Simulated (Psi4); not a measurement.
# BSiH5 (BH2(SiH3)) at CCSD(T)/6-311G(d) (density fitting, density fitting for correlation)

Aim: the energy difference between two shapes of BSiH5 (BH2(SiH3)) at CCSD(T)/6-311G* (density fitting, density fitting for correlation), from 2 runs. Input form: a QCSchema input.

The results are computed with Psi4 1.11.

3 further runs of the same task are left out: 1 that didn't finish, 2 set aside as unsound or not needed.

## 1. The structure to begin with

The species is BSiH5 (7 atoms), meant as a singlet with charge 0. As SMILES, `[H]B([H])[SiH3]`. The shape is that of a GFN2-xTB optimisation.

Bond lengths: B1–Si4 1.956 Å, B1–H2 1.170 Å, B1–H3 1.170 Å, Si4–H5 1.472 Å, Si4–H6 1.472 Å, Si4–H7 1.474 Å. Angles: B1–Si4–H5 115.1°, B1–Si4–H6 115.2°, B1–Si4–H7 111.4°, H2–B1–Si4 121.7°, H3–B1–Si4 121.7°, H5–Si4–H6 104.4°, H5–Si4–H7 104.9°, H6–Si4–H7 104.9°, H2–B1–H3 116.6°.

## 2. The energy at CCSD(T)/6-311G(d) (density fitting, density fitting for correlation)

The input, job.json:

```json
{
  "schema_name": "qcschema_input",
  "schema_version": 1,
  "molecule": {
    "schema_name": "qcschema_molecule",
    "schema_version": 2,
    "symbols": ["B", "H", "H", "Si", "H", "H", "H"],
    "geometry": [1.1254075, 1.96259396, 0.01126277, 3.33563117, 2.03510276, 0.0517785, 0.07411506, 3.90602611, -0.09070685, -0.71371176, -1.2433831, 0.03477096, -3.23851815, -1.14462601, 1.19617774, 0.56791939, -3.33381703, 1.34750701, -1.15082431, -2.18189668, -2.55079012],
    "molecular_charge": 0,
    "molecular_multiplicity": 1
  },
  "driver": "energy",
  "model": {
    "method": "ccsd(t)",
    "basis": "6-311G*"
  },
  "keywords": {
    "scf_type": "df",
    "freeze_core": true,
    "cc_type": "df"
  }
}
```

Command:

```bash
$ psi4 --qcschema job.json -n 1 --memory 1600MB
```

stdout:

```text
[...]
  Running in c1 symmetry.
[...]
  Nuclear repulsion =   48.520134234401496
[...]
  Multiplicity = 1
[...]
  Nalpha       = 12
  Nbeta        = 12
[...]
    Number of basis functions: 59
[...]
   @DF-RHF iter   1:  -316.43845540174470   -7.15788e-01   3.71585e-03 DIIS/ADIIS
[...]
   @DF-RHF iter  11:  -316.48111275346457   -3.35376e-12   3.13007e-09 DIIS
[...]
    Orbital Energies [Eh]
    ---------------------
    Doubly Occupied:
       1A    -68.754627     2A     -7.613595     3A     -6.106250
       4A     -4.213059     5A     -4.212760     6A     -4.212430
       7A     -0.759151     8A     -0.662898     9A     -0.521926
      10A     -0.477751    11A     -0.462477    12A     -0.434263
[...]
  @DF-RHF Final Energy:  -316.48111275346457
   => Energetics <=
    Nuclear Repulsion Energy =             48.5201342344014961
    One-Electron Energy =                -533.1401183946582023
    Two-Electron Energy =                 168.1388714067921626
    Total Energy =                       -316.4811127534645721
[...]
 Multipole Moments:
 ------------------------------------------------------------------------------------
     Multipole            Electronic (a.u.)      Nuclear  (a.u.)        Total (a.u.)
 ------------------------------------------------------------------------------------
 L = 1.  Multiply by 2.5417464519 to convert [e a0] to [Debye]
 Dipole X            :          0.5895969           -0.4196213            0.1699756
 Dipole Y            :          1.0294047           -0.7339289            0.2954759
 Dipole Z            :          0.0842789           -0.0755342            0.0087447
 Magnitude           :                                                    0.3409900
[...]
      * MP2 total energy:                  -316.640768448258
[...]
      * CCSD total energy:                 -316.679884676103
[...]
      * CCSD(T) total energy                -316.684820099433
[...]
```

The result, in JSON:

```text
{
 "driver": "energy",
 "model": {
  "method": "ccsd(t)",
  "basis": "6-311G*"
 },
 "success": true,
 "return_result": -316.6848200994333,
 "properties": {
  "calcinfo_nbasis": 59,
  "calcinfo_nmo": 59,
  "calcinfo_nalpha": 12,
  "calcinfo_nbeta": 12,
  "calcinfo_natom": 7,
  "nuclear_repulsion_energy": 48.520134234401496,
  "return_energy": -316.6848200994333,
  "scf_one_electron_energy": -533.1401183946582,
  "scf_two_electron_energy": 168.13887140679216,
  "scf_dipole_moment": [0.16997558947644553, 0.2954758542455642, 0.008744716647415177],
  "scf_total_energy": -316.4811127534646,
  "scf_iterations": 11,
  "mp2_same_spin_correlation_energy": -0.023928894616151285,
  "mp2_opposite_spin_correlation_energy": -0.13572680017687644,
  "mp2_singles_energy": 0.0,
  "mp2_doubles_energy": -0.1596556947930277,
  "mp2_correlation_energy": -0.1596556947930277,
  "mp2_total_energy": -316.6407684482576,
  "ccsd_same_spin_correlation_energy": -0.026489622748160194,
  "ccsd_opposite_spin_correlation_energy": -0.17228229988990557,
  "ccsd_singles_energy": 0.0,
  "ccsd_doubles_energy": -0.19877192263806576,
  "ccsd_correlation_energy": -0.19877192263806576,
  "ccsd_total_energy": -316.67988467610263,
  "ccsd_iterations": 15,
  "ccsd_prt_pr_correlation_energy": -0.203707345968712,
  "ccsd_prt_pr_total_energy": -316.6848200994333
 }
}
```

Wall time 11 s (1 thread of AMD EPYC 7R43 (Zen 3), shared host); peak memory 0.2 GiB.

## 3. The distorted shape, same level

The input, bh5si.json:

```json
{
 "schema_name": "qcschema_input",
 "schema_version": 1,
 "molecule": {
  "schema_name": "qcschema_molecule",
  "schema_version": 2,
  "symbols": ["B", "H", "H", "Si", "H", "H", "H"],
  "geometry": [1.10505326, 2.04698535, 0.08570286, 3.31632006, 1.92393962, 0.04994168, 0.09001332, 3.85481831, 0.03655864, -0.87634537, -1.3024994, 0.3392493, -3.33789317, -1.08931184, 1.01560685, 0.29285275, -3.29552362, 1.29233267, -1.05290437, -2.08027855, -2.46368319],
  "molecular_charge": 0,
  "molecular_multiplicity": 1
 },
 "driver": "energy",
 "model": {
  "method": "ccsd(t)",
  "basis": "6-311G*"
 },
 "keywords": {
  "scf_type": "df",
  "freeze_core": true,
  "cc_type": "df"
 }
}
```

Command:

```bash
$ psi4 --qcschema bh5si.json -n 1 --memory 1600MB
```

stdout:

```text
[...]
  Running in c1 symmetry.
[...]
  Nuclear repulsion =   48.427239361608265
[...]
  Multiplicity = 1
[...]
  Nalpha       = 12
  Nbeta        = 12
[...]
    Number of basis functions: 59
[...]
   @DF-RHF iter   1:  -316.41626464544044   -6.87640e-01   3.73373e-03 ADIIS/DIIS
[...]
   @DF-RHF iter  11:  -316.45693045266853   -5.91172e-12   3.76719e-09 DIIS
[...]
    Orbital Energies [Eh]
    ---------------------
    Doubly Occupied:
       1A    -68.741001     2A     -7.609401     3A     -6.096647
       4A     -4.204060     5A     -4.202842     6A     -4.201834
       7A     -0.758576     8A     -0.676344     9A     -0.536837
      10A     -0.500340    11A     -0.461233    12A     -0.405786
[...]
  @DF-RHF Final Energy:  -316.45693045266853
   => Energetics <=
    Nuclear Repulsion Energy =             48.4272393616082653
    One-Electron Energy =                -532.9785373939965893
    Two-Electron Energy =                 168.0943675797198011
    Total Energy =                       -316.4569304526685301
[...]
 Multipole Moments:
 ------------------------------------------------------------------------------------
     Multipole            Electronic (a.u.)      Nuclear  (a.u.)        Total (a.u.)
 ------------------------------------------------------------------------------------
 L = 1.  Multiply by 2.5417464519 to convert [e a0] to [Debye]
 Dipole X            :          0.4169399           -0.3218590            0.0950809
 Dipole Y            :          0.9645368           -0.7296772            0.2348596
 Dipole Z            :          0.8616857           -0.5415625            0.3201232
 Magnitude           :                                                    0.4082625
[...]
      * MP2 total energy:                  -316.615972288551
[...]
      * CCSD total energy:                 -316.654217872904
[...]
      * CCSD(T) total energy                -316.659070224237
[...]
```

The result, in JSON:

```text
{
 "driver": "energy",
 "model": {
  "method": "ccsd(t)",
  "basis": "6-311G*"
 },
 "success": true,
 "return_result": -316.65907022423687,
 "properties": {
  "calcinfo_nbasis": 59,
  "calcinfo_nmo": 59,
  "calcinfo_nalpha": 12,
  "calcinfo_nbeta": 12,
  "calcinfo_natom": 7,
  "nuclear_repulsion_energy": 48.427239361608265,
  "return_energy": -316.65907022423687,
  "scf_one_electron_energy": -532.9785373939966,
  "scf_two_electron_energy": 168.0943675797198,
  "scf_dipole_moment": [0.09508089003778597, 0.23485955039210893, 0.3201231774215987],
  "scf_total_energy": -316.45693045266853,
  "scf_iterations": 11,
  "mp2_same_spin_correlation_energy": -0.023875904317909556,
  "mp2_opposite_spin_correlation_energy": -0.13516593156494644,
  "mp2_singles_energy": 0.0,
  "mp2_doubles_energy": -0.159041835882856,
  "mp2_correlation_energy": -0.159041835882856,
  "mp2_total_energy": -316.6159722885514,
  "ccsd_same_spin_correlation_energy": -0.026483770792335794,
  "ccsd_opposite_spin_correlation_energy": -0.1708036494435663,
  "ccsd_singles_energy": 0.0,
  "ccsd_doubles_energy": -0.1972874202359021,
  "ccsd_correlation_energy": -0.1972874202359021,
  "ccsd_total_energy": -316.65421787290444,
  "ccsd_iterations": 15,
  "ccsd_prt_pr_correlation_energy": -0.20213977156834723,
  "ccsd_prt_pr_total_energy": -316.65907022423687
 }
}
```

Run time: 9.9 s. Hardware: 1 thread of AMD EPYC 7R43 (Zen 3), shared host; peak memory 0.2 GiB.

## 4. What came out

At CCSD(T)/6-311G* (density fitting, density fitting for correlation), 6 core orbitals frozen:

| quantity | value |
| --- | --- |
| first shape: total energy | -316.68482 Eh |
| first shape: HOMO energy (Hartree–Fock orbitals) | -11.82 eV |
| first shape: LUMO energy (Hartree–Fock orbitals) | 1.09 eV |
| first shape: HOMO–LUMO gap (Hartree–Fock orbitals) | 12.91 eV |
| first shape: correlation energy (6 core orbitals frozen) | -203.7 mEh |
| first shape: (T) correction | -4.94 mEh |
| first shape: T1 diagnostic | 0.015 |
| distorted shape: total energy | -316.65907 Eh |
| distorted shape: HOMO energy (Hartree–Fock orbitals) | -11.04 eV |
| distorted shape: LUMO energy (Hartree–Fock orbitals) | 1.37 eV |
| distorted shape: HOMO–LUMO gap (Hartree–Fock orbitals) | 12.41 eV |
| distorted shape: correlation energy (6 core orbitals frozen) | -202.1 mEh |
| distorted shape: (T) correction | -4.85 mEh |
| distorted shape: T1 diagnostic | 0.015 |
| energy change with the atoms displaced | 0.701 eV |

**Reading.** With the atoms displaced the energy rises by 0.70 eV (67.6 kJ/mol). The first shape isn't relaxed at this level, so the change isn't measured from a minimum. The triples (first shape) make up 2.4 % of the correlation energy. The triples (distorted shape) make up 2.4 % of the correlation energy.
